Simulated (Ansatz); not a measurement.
**FH₂SSi− (SMILES F[SiH2][S-]): a relaxation**

Aim: see where a relaxation from this start ends.

Computed with Ansatz 0.2.0, Gaussian basis. Level: PBE-D4/6-31G.

**1. The system as given**

The start, displaced at random: 5 atoms, charge -1, spin multiplicity 1.

Atoms are counted from 1 here; the program's logs count them from 0.

Bond lengths: F1–Si2 1.696 Å, Si2–S3 2.152 Å, Si2–H4 1.431 Å, Si2–H5 1.627 Å. Angles: F1–Si2–S3 120.2°, F1–Si2–H4 95.3°, F1–Si2–H5 95.6°, S3–Si2–H4 114.3°, S3–Si2–H5 116.1°, H4–Si2–H5 112.4°.

Geometry (Å):

```
F    -0.3921   -0.1670    1.5420
Si   -0.0470   -0.0888   -0.1164
S    -1.2663    1.1143   -1.4184
H    -0.1577   -1.4981   -0.3409
H     1.4970    0.3913    0.0638
```

**2. The relaxation**

Input file run/in.yaml:

```yaml
crystal:
  periodic: [false, false, false]
  atoms:
    - {symbol: F, position_ang: [-0.392058, -0.167006, 1.541983]}
    - {symbol: Si, position_ang: [-0.046970, -0.088801, -0.116363]}
    - {symbol: S, position_ang: [-1.266313, 1.114293, -1.418420]}
    - {symbol: H, position_ang: [-0.157653, -1.498071, -0.340909]}
    - {symbol: H, position_ang: [1.497047, 0.391298, 0.063825]}
basis:
  gaussian: {orbitals: 6-31G}
total_charge: -1
hamiltonian: {xc: pbe, dispersion: d4}
relax: {f_tol: 0.2, max_steps: 80, max_displacement: 0.2}
```

Run with:

```bash
ansatz run in.yaml --threads 2 --pin off --events-out ev --progress --plain --max-ram 3481MiB
```

**Question.** What will these runs give? Wanted: energy change; last largest force; RMSD from the start.

As calculated:

| quantity | value |
| --- | --- |
| steps | 4 |
| energy change | -26.7 kJ/mol |
| last largest force | 0.0632 eV/Å |
| RMSD from the start | 0.111 Å |

It converged in 4 steps at a force tolerance of 0.2 eV/Å. So loose a tolerance leaves the structure only roughly relaxed.
